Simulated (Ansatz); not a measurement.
**fcc Ti (model structure)**

These are r²SCAN in Ansatz (plane waves, PAW) values and carry that method's errors.

Settings: plane-wave cutoff 500 eV, 30×30×30 k mesh, Fermi–Dirac smearing 0.1 eV, no spin polarisation, scalar-relativistic PAW data made under PBE.

Cell (relaxed at this level):

```cif
data_Ti
_chemical_formula_sum 'Ti1'
_space_group_name_H-M_alt 'P 1'
_space_group_IT_number 1
_cell_length_a 2.90839
_cell_length_b 2.90839
_cell_length_c 2.90839
_cell_angle_alpha 60.000
_cell_angle_beta 60.000
_cell_angle_gamma 60.000
loop_
_space_group_symop_operation_xyz
  'x, y, z'
loop_
_atom_site_label
_atom_site_type_symbol
_atom_site_fract_x
_atom_site_fract_y
_atom_site_fract_z
_atom_site_occupancy
Ti1 Ti 0.00000 0.00000 0.00000 1
```

For fcc Ti (model structure), the band gap comes out as none.

Note: the relaxation could raise the start's symmetry but not lower it, so the cell can be a saddle point.

The computed numbers hold no vibrational or temperature effects.

It cost around 100 core-seconds (rough) of CPU time.

A model structure was made by putting elements into a prototype or built by hand; it is no filed structure, need not be a known phase, and can be a saddle point held by its symmetry.

Ansatz is an electronic-structure program.
